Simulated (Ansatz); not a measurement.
```yaml
crystal:
  periodic: [false, false, false]
  atoms:
    - {symbol: O, position_ang: [-1.963983, -0.638460, -0.005809]}
    - {symbol: Si, position_ang: [-0.541924, -0.146900, -0.001134]}
    - {symbol: P, position_ang: [1.468415, 0.405171, 0.003188]}
    - {symbol: H, position_ang: [1.151295, 1.776969, 0.025863]}
basis:
  gaussian: {orbitals: def2-TZVP}
hamiltonian: {xc: pbe0}
relax: {f_tol: 0.004, max_steps: 80}
```

```sh
$ ansatz run in.yaml --threads 1 --pin off --events-out ev --progress --plain --max-ram 2176MiB
```

Steps of the relaxation (energy above the last step; positions in Å, forces in eV/Å):

```
4
step 1, 74.2 meV
O    -1.964   -0.638   -0.006   -0.199   -0.166   -0.002
Si   -0.542   -0.147   -0.001    0.617    0.622    0.009
P     1.468    0.405    0.003    0.046   -0.733   -0.012
H     1.151    1.777    0.026   -0.464    0.277    0.005
```

```
4
step 2, 7.9 meV
O    -1.910   -0.570   -0.005   -0.165    0.064    0.001
Si   -0.483   -0.087    0.000    0.324   -0.139   -0.003
P     1.530    0.362    0.002   -0.204    0.091    0.002
H     0.976    1.691    0.025    0.045   -0.016    0.000
```

```
4
step 3, 3.2 meV
O    -1.912   -0.560   -0.005   -0.066    0.042    0.001
Si   -0.475   -0.104   -0.001    0.034   -0.080   -0.001
P     1.524    0.365    0.002    0.036    0.084    0.001
H     0.976    1.696    0.025   -0.003   -0.046   -0.001
```

```
4
step 4, 0.9 meV
O    -1.912   -0.541   -0.004    0.039    0.034    0.000
Si   -0.463   -0.118   -0.001   -0.090   -0.046   -0.001
P     1.531    0.369    0.002    0.072    0.024    0.000
H     0.958    1.688    0.025   -0.021   -0.012    0.000
```

```
4
step 7, 0.0 meV
O    -1.908   -0.520   -0.004    0.000    0.000    0.000
Si   -0.451   -0.128   -0.001    0.001    0.001    0.000
P     1.542    0.371    0.002   -0.001    0.000    0.000
H     0.932    1.674    0.025    0.000    0.000    0.000
```

Close pairs at the end: P3–H4 1.440 Å, O1–Si2 1.509 Å, Si2–P3 2.055 Å.

A stationary point of restricted PBE0 after 7 steps (its stability towards spin polarisation wasn't tested); no frequencies were run, so it isn't proven a minimum. 25 s on 1 thread of Arm Neoverse V1, shared host.
